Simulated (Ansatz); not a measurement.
Ideal-gas functions of `CC(F)Cl` at 298.15 K and 1 bar, from an Ansatz frequency run at PBE0-D4/def2-TZVP.

Molar mass 82.51 g/mol, point group C1 (symmetry number 1), electronic degeneracy 1, moments of inertia 55.6, 108.879, 151.993 u Å². Harmonic wavenumbers (cm⁻¹, unscaled): 251, 325, 381, 480, 697, 918, 1039, 1138, 1147, 1305, 1370, 1412, 1472, 1477, 3067, 3112, 3150, 3167.

Use S(trans) = R[1.5 ln M + 2.5 ln T − 1.1517]; rotational temperatures θ = 24.2544 K / I; S(rot) = R[ln(√π/σ · √(T³/θAθBθC)) + 1.5]; for each mode x = 1.438777 ν̃/T, S = R[x/(eˣ − 1) − ln(1 − e⁻ˣ)] and H = RT x/(eˣ − 1); 1 cm⁻¹ = 0.0119627 kJ/mol; R = 8.31446 J/(mol·K).

By hand: the entropy, in J/(mol·K).

Translation 163.9. Rotation: θ = 0.4362, 0.2228, 0.1596 K, giving 105.6. Vibration, mode by mode: 7.21, 5.38, 4.33, 2.97, 1.30, 0.54, 0.33, 0.22, 0.22, 0.11, 0.09, 0.07, 0.06, 0.05, 0.00, 0.00, 0.00, 0.00, in all 22.9. Electronic 0.0. Sum 292.4 J/(mol·K).

By hand: H − E and G − E in kJ/mol, counted from the electronic energy.

Zero-point energy ½ × 25908 × 0.0119627 = 155.0; thermal vibration 4.5; translation, rotation and pV give 4 RT = 9.9. H − E = 169.4 kJ/mol, and G − E = 169.4 − 298.15 × 292.4/1000 = 82.2 kJ/mol.

Vibration gives 8 % of the entropy. The sum counts one conformer and one mirror image; others add a mixing term.
